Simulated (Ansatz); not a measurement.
**SiBH₄Cl (SMILES B[SiH2]Cl): single points off equilibrium**

How do the functionals fare away from a minimum? The structure is a structure displaced at random from a GFN2-xTB minimum.

Program: Ansatz 0.2.0, Gaussian basis. Level of theory: single points in def2-TZVPP. These are calculated values, not measurements.

Cores are frozen in the correlated methods.

## Step 1: The starting structure

SMILES `B[SiH2]Cl`, 7 atoms, charge 0, spin multiplicity 1.

Atoms are counted from 1 here; the program's logs count them from 0.

Bond lengths: B1–Si2 2.072 Å, B1–H4 1.333 Å, B1–H5 1.149 Å, Si2–Cl3 2.111 Å, Si2–H6 1.539 Å, Si2–H7 1.369 Å. Angles: Si2–B1–H4 118.9°, Si2–B1–H5 122.3°, H4–B1–H5 118.7°, B1–Si2–Cl3 110.0°, B1–Si2–H6 108.2°, B1–Si2–H7 125.3°, Cl3–Si2–H6 104.8°, Cl3–Si2–H7 104.6°, H6–Si2–H7 102.1°.

Coordinates:

```xyz
7

B    -1.0979    0.0685   -0.6769
Si    0.6391   -0.1936    0.4224
Cl    1.8890    1.4943    0.2119
H    -1.7590   -1.0076   -1.1039
H    -1.5316    1.1087   -0.9013
H     0.2650   -0.2206    1.9155
H     1.4863   -1.2641    0.3189
```

## Step 2: CCSD(T)/def2-TZVPP

run/in.yaml reads:

```yaml
crystal:
  periodic: [false, false, false]
  atoms:
    - {symbol: B, position_ang: [-1.097900, 0.068500, -0.676900]}
    - {symbol: Si, position_ang: [0.639100, -0.193600, 0.422400]}
    - {symbol: Cl, position_ang: [1.889000, 1.494300, 0.211900]}
    - {symbol: H, position_ang: [-1.759000, -1.007600, -1.103900]}
    - {symbol: H, position_ang: [-1.531600, 1.108700, -0.901300]}
    - {symbol: H, position_ang: [0.265000, -0.220600, 1.915500]}
    - {symbol: H, position_ang: [1.486300, -1.264100, 0.318900]}
basis:
  gaussian: {orbitals: def2-TZVPP}
correlation: {method: ccsd_t}
output: {forces: true}
```

The command line of these runs was not kept.

## Step 3: PBE0-D4/def2-TZVPP

Edit run/in.yaml of step 2 so:

```diff
@@ -12,3 +12,3 @@
   gaussian: {orbitals: def2-TZVPP}
-correlation: {method: ccsd_t}
-output: {forces: true}
+hamiltonian: {xc: pbe0, dispersion: d4}
+output: {forces: true, orbitals: {seedname: orbitals}}
```

## Step 4: wB97M-V/def2-TZVPP

Edit run/in.yaml of step 3 so:

```diff
@@ -12,3 +12,3 @@
   gaussian: {orbitals: def2-TZVPP}
-hamiltonian: {xc: pbe0, dispersion: d4}
-output: {forces: true, orbitals: {seedname: orbitals}}
+hamiltonian: {xc: {name: wB97M-V}}
+output: {forces: true}
```

## Step 5: r2SCAN-D4/def2-TZVPP

Edit run/in.yaml of step 4 so:

```diff
@@ -12,3 +12,3 @@
   gaussian: {orbitals: def2-TZVPP}
-hamiltonian: {xc: {name: wB97M-V}}
+hamiltonian: {xc: r2scan, dispersion: d4}
 output: {forces: true}
```

## Step 6: PBE-D4/def2-TZVPP

Edit run/in.yaml of step 5 so:

```diff
@@ -12,3 +12,3 @@
   gaussian: {orbitals: def2-TZVPP}
-hamiltonian: {xc: r2scan, dispersion: d4}
+hamiltonian: {xc: pbe, dispersion: d4}
 output: {forces: true}
```

## Step 7: BLYP-D4/def2-TZVPP

Edit run/in.yaml of step 6 so:

```diff
@@ -12,3 +12,3 @@
   gaussian: {orbitals: def2-TZVPP}
-hamiltonian: {xc: pbe, dispersion: d4}
+hamiltonian: {xc: {name: BLYP}, dispersion: d4}
 output: {forces: true}
```

## Step 8: CAM-B3LYP-D4/def2-TZVPP

Edit run/in.yaml of step 7 so:

```diff
@@ -12,3 +12,3 @@
   gaussian: {orbitals: def2-TZVPP}
-hamiltonian: {xc: {name: BLYP}, dispersion: d4}
+hamiltonian: {xc: {name: CAM-B3LYP}, dispersion: d4}
 output: {forces: true}
```

(Steps that only read results are left out.)

**Question.** What will these runs give? Wanted: energy less free atoms, CCSD(T)/def2-TZVPP; RMS force component; RMS force error; HOMO and LUMO, PBE0-D4; T1 diagnostic.

The runs gave:

```
                                  quantity                                                                                                value
energy less free atoms, CCSD(T)/def2-TZVPP                                                                                           -20.789 eV
                       RMS force component                                                                 1.270 to 1.339 eV/Å over the methods
                           RMS force error  PBE0-D4 0.073, wB97M-V 0.058, r2SCAN-D4 0.075, PBE-D4 0.164, BLYP-D4 0.153, CAM-B3LYP-D4 0.047 eV/Å
                    HOMO and LUMO, PBE0-D4                                                                                   -8.29 and -2.91 eV
                             T1 diagnostic                                                                                                0.010
```

Against CCSD(T) the functionals' energies less atoms differ by -0.699 to -0.333 eV, PBE-D4 by -0.535 eV. The reference is not at the basis limit: in triple zeta CCSD(T) underbinds, which counts against methods that bind more; the gaps are no ranking. On forces the order runs from CAM-B3LYP-D4 to PBE-D4.
